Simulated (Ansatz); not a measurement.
`CC(C)CF` → `C[CH]CF`• + `[CH3]`• at 700 K and 1 bar (homolysis of the C–C bond).

Isolated molecules relaxed with PBE0-D4/def2-TZVP in Ansatz; ΔE leaves out vibrations. CCSD(T)/CBS adds triple-zeta CCSD(T) − MP2 to the extrapolated MP2 energy (def2 sets, frozen cores). This one scheme is used for every species. Open shells (•) are unrestricted, without spin–orbit coupling. Each species was taken in one conformer, which may not be the lowest.

```tsv
species	CCSD(T)/CBS energy (Eh)	H − E (kJ/mol)	S (J/(mol·K))
`CC(C)CF`	-257.42520	407.3	444.8
`C[CH]CF`•	-217.48998	277.2	414.0
`[CH3]`•	-39.78218	106.9	232.5
```

H − E and S are ideal-gas, rigid-rotor, harmonic terms from PBE0-D4/def2-TZVP, for one conformer and one mirror image of each species, with the whole ground term of open shells counted as degenerate. 1 Eh = 2625.50 kJ/mol, R = 8.31446 J/(mol·K).

Problem. By hand: ΔE, ΔH, ΔS and ΔG.

Solution. ΔE = (-217.48998) + (-39.78218) − (-257.42520) = 0.15304 Eh = 401.8 kJ/mol. Δ(H − E) = 277.2 + 106.9 − 407.3 = -23.2, so ΔH = 378.6 kJ/mol. ΔS = 414.0 + 232.5 − 444.8 = 201.7 J/(mol·K). ΔG = 378.6 − 700 × (201.7)/1000 = 237.4 kJ/mol.

Problem. By hand: the equilibrium constant, and the temperature at which ΔG would vanish if ΔH and ΔS stayed fixed.

Solution. log₁₀ K = −ΔG/(RT ln 10) = -17.7. ΔG = 0 at ΔH/ΔS = 1877 K.

The number of gas molecules changes by +1, which sets the sign of ΔS. A doubt of 5 kJ/mol in ΔE shifts log₁₀ K by 0.4 here. Other conformers and mirror images would add mixing entropy, several J/(mol·K) or more a flexible species. These are equilibria of isolated gas molecules and say nothing of rates. Largest T1 diagnostic: 0.012 (customary marks: 0.02 for closed shells, 0.045 for open ones).
